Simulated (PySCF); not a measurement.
S2S2: from structure and modes to constants

Method: PBE0/[S def2-TZVP], no relativity, density fitting, PySCF.

The singlet minimum has C2v symmetry. Masses (u): S 31.97207.

```xyz
4
charge 0 multiplicity 1, angstrom
S    -0.9077    1.0368    0.0000
S    -0.9077   -1.0368    0.0000
S     0.9077    1.5870    0.0000
S     0.9077   -1.5870    0.0000
```

Harmonic wavenumbers (cm⁻¹): 117.0 (a1, ×1), 223.3 (a2, ×1), 346.9 (b2, ×1), 419.2 (a1, ×1), 681.4 (b2, ×1), 711.9 (a1, ×1).

**Question.** Find the principal moments of inertia and the rotational constants. What kind of rotor is it?

**Answer.** About the centre of mass I = 105.38, 229.77, 335.15 u Å². With B = 16.8576/I this gives 0.16, 0.07337, 0.0503 cm⁻¹. The molecule is an asymmetric top with κ = -0.58.

**Question.** Find the vibrational entropy and heat capacity at 298.15 K.

**Answer.** With u = 1.43878 ω/T, each mode gives S = R[u/(eᵘ−1) − ln(1−e⁻ᵘ)] and C = R u² eᵘ/(eᵘ−1)².
| ω (cm⁻¹) | u | S (J/(mol K)) | C (J/(mol K)) |
| --- | --- | --- | --- |
| 117.0 | 0.564 | 13.18 | 8.10 |
| 223.3 | 1.078 | 8.08 | 7.55 |
| 346.9 | 1.674 | 4.94 | 6.62 |
| 419.2 | 2.023 | 3.74 | 5.98 |
| 681.4 | 3.288 | 1.38 | 3.62 |
| 711.9 | 3.436 | 1.22 | 3.37 |
The sums over all modes are S = 32.5 and C = 35.2 J/(mol K); the softest mode gives 41 % of the entropy.

Other isomers or separated fragments may lie lower.
